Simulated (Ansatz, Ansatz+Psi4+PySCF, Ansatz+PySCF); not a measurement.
```xyz
2

Co    0.0000    0.0000    0.0000
Cl   -1.8843   -0.4682   -0.7062
```

Basis set: cc-pV(T+d)Z on Cl; cc-pVTZ on Co (spherical functions). Charge 0, multiplicity 3.

Computed with Ansatz (development build ahead of 0.2.0); each method stands on the lowest determinant of its kind that the runs found.

**Question.** Give the atomization energy at this shape (free ground-state atoms in the same class of orbitals less the molecule, no zero-point energy) of triplet CoCl by ROHF, UHF.

**Answer.**

| method | atomization energy |
| --- | --- |
| ROHF | 1.05 eV |
| UHF | 2.15 eV |

Caution: another spin multiplicity may lie lower; the determinant breaks the point group. Caution for ROHF: an unrestricted determinant lies well below. Caution for UHF: the unrestricted determinant is a mixture of spin states.
